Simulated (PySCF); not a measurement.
Rock-salt LiCl: correlation energy from several methods in one and the same small orbital space (PySCF; 2 atoms at the zone centre, 8 electrons in 26 orbitals, empty ones MP2 natural orbitals of a DZ basis, lattice constant set to 5.91088 Å). Its volume lies 52 % above that of the crystal's usual cell. It tests the methods against each other and lies far from the crystal's limit.

Full CI gives -1.9325 eV per atom.

What share of it do MP2, CCSD, CCSD(T), CCSDT, CCSDT(Q) recover?

MP2 84.2 %; CCSD 98.6 %; CCSD(T) 99.7 %; CCSDT 99.9 %; CCSDT(Q) 100.0 %.

| method | E_corr (eV per atom) | share of full CI (%) | error (meV) |
|---|---|---|---|
| MP2 | -1.6263 | 84.2 | 306 |
| CCSD | -1.9061 | 98.6 | 26 |
| CCSD(T) | -1.9264 | 99.7 | 6 |
| CCSDT | -1.9298 | 99.9 | 3 |
| CCSDT(Q) | -1.9322 | 100.0 | 0 |
| full CI | -1.9325 | 100.0 | 0 |

The Hartree–Fock determinant has a weight of 0.94 in the full CI state.

MP2, (T) and (Q) use filled levels shifted down by the Madelung term, which in so small a cell is a large part of the gap, so these rows hang on it.
